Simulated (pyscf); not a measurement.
Elementary routes open to HN=Si: [singlet] + silane (SiH₄) in the gas phase (singlet surface):
A. :HSi–NH–SiH₃ [singlet] (H–Si broken; N–Si, H–Si formed)
B. H₂N–Si:–SiH₃ [singlet] (H–Si broken; H–N, Si–Si formed)

Optimised with ωB97X-D3(BJ)/def2-SVP in PySCF. Correlated levels are frozen-core, on RHF or UHF. ΔMP2 is the change of the MP2 total energy from the triple- to the quadruple-zeta basis.

**Question.** Rank the routes by free-energy barrier at 1200 K, lowest first, for CCSD(T)/def2-TZVPP + ΔMP2(QZVPP) energies (ideal gas, 1 atm, RRHO with modes under 100 cm⁻¹ raised to 100, one conformer, R ln 2 for rigid chiral ones).

**Answer.** A (54.7 kcal/mol), B (75.9 kcal/mol)

Route A is the fastest of these, ahead of the next by 21.2 kcal/mol. The most stable products are those of A (ΔG = +9.7 kcal/mol), so kinetics and thermodynamics agree. At 298 K A is still the fastest. Only these routes are compared; each barrier is that of the saddle found, and lower ones may exist. The CCSD(T) − MP2 part came from Ansatz, without density fitting, on the same reference.
